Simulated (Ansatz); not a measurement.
Pb3Br2(SeO3)2 (C2/c, No. 15; cell taken from a computed entry) was calculated with r²SCAN (Ansatz, a quantum-chemistry and plane-wave program, plane waves, PAW).

Excerpt of the program's output:

```
Crystal: 26 atoms, lattice volume = 502.687 Å³
Basis set: ecut = 560 eV, 15057 PW (Γ), exchange–correlation on 180×180×324 points (27 copies of the dense FFT grid, shifted against one another)
Bands: 150, of which v1, the nominal top of the filled ones, is band 124 counted from 1 (123 counted from 0)
Symmetry: 4 space group operations
Space group: C2/c (ITA 15), of the structure as read, at distance tolerance 8.0e-5 Å
k-points: 78 of 256
Functional: x = r2scan, c = r2scan; τ floored in thin density (d = 2e-4 eV/Å³)
SCF iter   1: F=—  HF=-111429.973641 eV  |F-HF|=—  |Δ(HF+E_count)|=         —  Δρ=7.08e-3  dr2=2.28e-1  dr2_τ=8.93e-1
SCF iter   2: F=—  HF=-111430.222682 eV  |F-HF|=—  |Δ(HF+E_count)|=   2.49e-1  Δρ=3.76e-3  dr2=3.84e-2  dr2_τ=5.37e-3
  ...
SCF iter  10: F=—  HF=-111430.225261 eV  |F-HF|=—  |Δ(HF+E_count)|=   4.80e-9  Δρ=1.11e-6  dr2=5.56e-9  dr2_τ=7.56e-10
SCF iter  11: F=-111430.225261 eV  HF=-111430.225261 eV  |F-HF|=2.47e-10  |Δ(HF+E_count)|=  1.31e-10  Δρ=2.66e-7  dr2=4.49e-10  dr2_τ=2.52e-11
SCF 1 converged in 11 iterations: F = -111430.225261 eV  dr2 = 4.49e-10
SCF converged after 11 iterations
Free energy (F): -111430.225261 eV
  ...
  atom   2  Pb     0.00000000     0.05665458    -0.00000000
  atom   3  Pb     0.00239325    -0.00765802    -0.01037153
  atom   4  Pb    -0.00239325     0.00765802     0.01037153
  atom   5  Pb    -0.00239325    -0.00765802     0.01037153
  atom   6  Pb     0.00239325     0.00765802    -0.01037153
  atom   7  Se     0.23933088    -0.00953613    -0.40257959
  atom   8  Se    -0.23933088     0.00953613     0.40257959
  atom   9  Se    -0.23933088    -0.00953613     0.40257959
  atom  10  Se     0.23933088     0.00953613    -0.40257959
  atom  11  Br    -0.08567227    -0.01196330     0.04330659
  atom  12  Br     0.08567227     0.01196330    -0.04330659
  atom  13  Br     0.08567227    -0.01196330    -0.04330659
  atom  14  Br    -0.08567227     0.01196330     0.04330659
  atom  15  O      0.11570174     0.25736593     0.19246015
  atom  16  O     -0.11570174    -0.25736593    -0.19246015
  atom  17  O     -0.11570174     0.25736593    -0.19246015
  atom  18  O      0.11570174    -0.25736593     0.19246015
  atom  19  O      0.08017581    -0.31611338     0.21442701
  atom  20  O     -0.08017581     0.31611338    -0.21442701
  atom  21  O     -0.08017581    -0.31611338    -0.21442701
  atom  22  O      0.08017581     0.31611338     0.21442701
  atom  23  O     -0.41026287     0.12123759     0.01445434
  atom  24  O      0.41026287    -0.12123759    -0.01445434
  atom  25  O      0.41026287     0.12123759    -0.01445434
  atom  26  O     -0.41026287    -0.12123759     0.01445434
--- Stress (GPa, compression-positive) ---
        0.461610      -0.000000       0.036354
       -0.000000       0.532167      -0.000000
        0.036354      -0.000000       0.630687
  P = ⅓ Tr σ = 0.5415 GPa (5.415 kbar)
```

### Question
Write an input file that could have produced this run (the log leaves some choices open).

### Answer
One answer among several that fit: 
Ansatz 0.2 input:
```yaml
crystal:
  lattice:
    - [6.6993767251, -2.8223234668, 0.0047615326]
    - [6.6993767251, 2.8223234668, 0.0047615326]
    - [-0.8097665108, 0.0, 13.2925295723]
  atoms:
    - { symbol: Pb, position: [0.4360659514, 0.5639340486, 0.25] }
    - { symbol: Pb, position: [0.5639340486, 0.4360659514, 0.75] }
    - { symbol: Pb, position: [0.1957635247, 0.2180814307, 0.354811115] }
    - { symbol: Pb, position: [0.8042364753, 0.7819185693, 0.645188885] }
    - { symbol: Pb, position: [0.7819185693, 0.8042364753, 0.145188885] }
    - { symbol: Pb, position: [0.2180814307, 0.1957635247, 0.854811115] }
    - { symbol: Se, position: [0.8911959766, 0.8964307757, 0.3823190647] }
    - { symbol: Se, position: [0.1088040234, 0.1035692243, 0.6176809353] }
    - { symbol: Se, position: [0.1035692243, 0.1088040234, 0.1176809353] }
    - { symbol: Se, position: [0.8964307757, 0.8911959766, 0.8823190647] }
    - { symbol: Br, position: [0.6560180302, 0.6347869043, 0.4426763387] }
    - { symbol: Br, position: [0.3439819698, 0.3652130957, 0.5573236613] }
    - { symbol: Br, position: [0.3652130957, 0.3439819698, 0.0573236613] }
    - { symbol: Br, position: [0.6347869043, 0.6560180302, 0.9426763387] }
    - { symbol: O, position: [0.0643088044, 0.6195293349, 0.3039497487] }
    - { symbol: O, position: [0.9356911956, 0.3804706651, 0.6960502513] }
    - { symbol: O, position: [0.3804706651, 0.9356911956, 0.1960502513] }
    - { symbol: O, position: [0.6195293349, 0.0643088044, 0.8039497487] }
    - { symbol: O, position: [0.6240672627, 0.0989347687, 0.3033471924] }
    - { symbol: O, position: [0.3759327373, 0.9010652313, 0.6966528076] }
    - { symbol: O, position: [0.9010652313, 0.3759327373, 0.1966528076] }
    - { symbol: O, position: [0.0989347687, 0.6240672627, 0.8033471924] }
    - { symbol: O, position: [0.0692924664, 0.9611641076, 0.3649693953] }
    - { symbol: O, position: [0.9307075336, 0.0388358924, 0.6350306047] }
    - { symbol: O, position: [0.0388358924, 0.9307075336, 0.1350306047] }
    - { symbol: O, position: [0.9611641076, 0.0692924664, 0.8649693953] }
basis:
  ecutwfc: 560
  ecutrho_ratio: 4
  xc_grid: 3
kpoints:
  mp_grid: { grid: [8, 8, 4] }
  band_path:
    path:
      - [0.0, 0.0, 0.0]
      - [-0.049088, 0.049088, 0.0]
      - [-0.098177, 0.098177, 0.0]
      - [-0.147265, 0.147265, 0.0]
      - [-0.196354, 0.196354, 0.0]
      - [-0.245442, 0.245442, 0.0]
      - [-0.29453, 0.29453, 0.0]
      - [-0.70547, -0.29453, 0.0]
      - [-0.654102, -0.345898, 0.0]
      - [-0.602735, -0.397265, 0.0]
      - [-0.551367, -0.448633, 0.0]
      - [-0.5, -0.5, 0.0]
      - [-0.375, -0.375, 0.0]
      - [-0.25, -0.25, 0.0]
      - [-0.125, -0.125, 0.0]
      - [-0.125, -0.125, 0.125]
      - [-0.25, -0.25, 0.25]
      - [-0.375, -0.375, 0.375]
      - [-0.5, -0.5, 0.5]
      - [-0.552041, -0.447959, 0.5]
      - [-0.604081, -0.395919, 0.5]
      - [-0.656122, -0.343878, 0.5]
      - [-0.708162, -0.291838, 0.5]
      - [-0.291838, 0.291838, 0.5]
      - [-0.243198, 0.243198, 0.5]
      - [-0.194559, 0.194559, 0.5]
      - [-0.145919, 0.145919, 0.5]
      - [-0.097279, 0.097279, 0.5]
      - [-0.04864, 0.04864, 0.5]
      - [0.0, 0.0, 0.5]
      - [-0.5, 0.0, 0.5]
      - [-0.416667, 0.0, 0.416667]
      - [-0.333333, 0.0, 0.333333]
      - [-0.25, 0.0, 0.25]
      - [-0.166667, 0.0, 0.166667]
      - [-0.083333, 0.0, 0.083333]
      - [-0.1, 0.0, 0.0]
      - [-0.2, 0.0, 0.0]
      - [-0.3, 0.0, 0.0]
      - [-0.4, 0.0, 0.0]
      - [-0.5, 0.0, 0.0]
    npoints: 1
hamiltonian:
  xc: r2scan
  dispersion: none
  pseudopotentials: { kind: paw }
scf:
  occupations: { method: fermi_dirac, width: 0.01 }
  convergence: { dr2_threshold: 0.0000000026 }
output:
  forces: true
  stress: true
  eigenvalues: true
  write_bands: true
```

The PAW data were made under PBE.

Note: cell and atoms aren't relaxed at this level (largest force component 0.41 eV/Å, pressure 0.5 GPa).
